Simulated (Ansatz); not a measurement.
Energy needed to pull apart CH$_{2}$OS (SMILES O=CS), singlet, into free ground-state atoms, from the structure below (at a frame of a short PBE0-D4/def2-SVP trajectory); no zero-point or spin–orbit terms; open-shell atoms are treated unrestricted, in their ground-state multiplicity.

O1  (-0.739, -0.627, 1.087)
C2  (-0.444, -0.387, -0.074)
S3  (0.856, 0.740, -0.638)
H4  (-0.929, -0.868, -0.931)
H5  (1.401, 0.926, 0.558)
(Å)

Ansatz 0.2.0; basis: def2-TZVPP; cores frozen in the correlated methods.

```csv
method,atomization energy (eV)
PBE-D4,20.18
r2SCAN-D4,19.44
PBE0-D4,?
wB97M-V,?
HF,12.55
MP2,19.19
CCSD,18.10
CCSD(T),18.60
```

**Question.** What does wB97M-V give? (To be estimated.)

**Answer.** By the calculation: 19.34 eV, which is about 0.73 eV more than CCSD(T)/def2-TZVPP.

**Question.** What does PBE0-D4 give? (Judge from chemistry; the value comes from the calculation.)

**Answer.** By the calculation: 19.32 eV, which is about 0.71 eV more than CCSD(T)/def2-TZVPP.

In triple zeta the MP2 and coupled-cluster atomization energies are still short of their basis limit by a few kcal/mol a bond, whereas those of the functionals are nearly converged, so these differences are not deviations from converged CCSD(T).

The T1 diagnostic stays at or below 0.019.

For scale, one of the runs: CCSD(T)/def2-TZVPP forces, 132 basis functions, launched by `ansatz run in.yaml --threads 2 --pin off --events-out ev --progress --plain --max-ram 3481MiB`. The run took 40 s on 2 CPU threads of an AMD EPYC 7B13 (shared host), with 1.1 GiB of host memory at its peak.
